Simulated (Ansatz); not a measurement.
Program: Ansatz. Geometries: PBE0-D4/def2-TZVP. ΔE: electronic, gas phase. CCSD(T)/CBS adds triple-zeta CCSD(T) − MP2 to the extrapolated MP2 energy (def2 sets, frozen cores). This one scheme is used for every species, atoms too. Functionals use def2-TZVPP. B3LYP here is the variant with VWN-RPA as its local correlation; programs differ in this. No spin–orbit coupling; open shells (•) take unrestricted orbitals. Spin–orbit coupling would lower the free atoms: a little for F.

`[NH2][AlH2]` + F• → `[NH2][AlH]`• + H–F  (hydrogen abstraction from the Al–H bond)

| level | ΔE (kJ/mol) | difference from CCSD(T)/CBS |
| --- | --- | --- |
| LDA (SPW92) | -289.3 | -72.1 |
| r2SCAN-D4 | -218.2 | -1.0 |
| B3LYP-D4 | -208.0 | 9.2 |
| r2SCAN0-D4 | -201.0 | 16.2 |
| CAM-B3LYP-D4 | -207.9 | 9.3 |
| ωB97X-V | -198.0 | 19.2 |
| PBE | -240.2 | -23.0 |
| RPA@PBE/def2-TZVPP | -176.0 | 41.2 |
| HF/def2-SVP | -97.3 | 119.9 |
| MP2/def2-TZVPP | -236.7 | -19.5 |
| SCS-MP2/def2-TZVPP | -212.7 | 4.5 |
| MP2/CBS(def2) | -248.6 | -31.4 |
| MP2/cc-pV(D+d)Z | -196.2 | 21.0 |
| HF/cc-pV(T+d)Z | -110.2 | 107.0 |
| CCSD/cc-pV(T+d)Z | -194.3 | 22.9 |
| HF/CBS(cc) | -113.9 | 103.3 |
| CCSD(T)/CBS | -217.2 | 0 |

Problem. What do rigid-rotor, harmonic-oscillator terms from PBE0-D4/def2-TZVP frequencies (298.15 K, 1 bar) make of the CCSD(T)/CBS value? (An estimate is asked.)

Solution. Ansatz gave: ΔZPE = +4.0 kJ/mol, ΔH = -211.4 kJ/mol, ΔS = 19 J/(mol·K), ΔG = -217.1 kJ/mol. Open shells count their whole term as degenerate.

Largest T1 diagnostic among the species: 0.015.

From BLYP to BHLYP (50 % exact exchange), in def2-TZVPP and without D4, ΔE moves by +47.3 kJ/mol. At CCSD(T), def2-SVP lies +40.4 kJ/mol from the extrapolated value and def2-TZVPP +11.9 kJ/mol. In def2-TZVPP, CCSD(T) changes the Hartree–Fock value by −92.6 kJ/mol (the triples alone add −7.7 kJ/mol) and MP2 by −124.0 kJ/mol.

CCSD(T)/CBS has its own doubt, a few kJ/mol and more with outer-core shells, so smaller differences from it don't rank the levels.
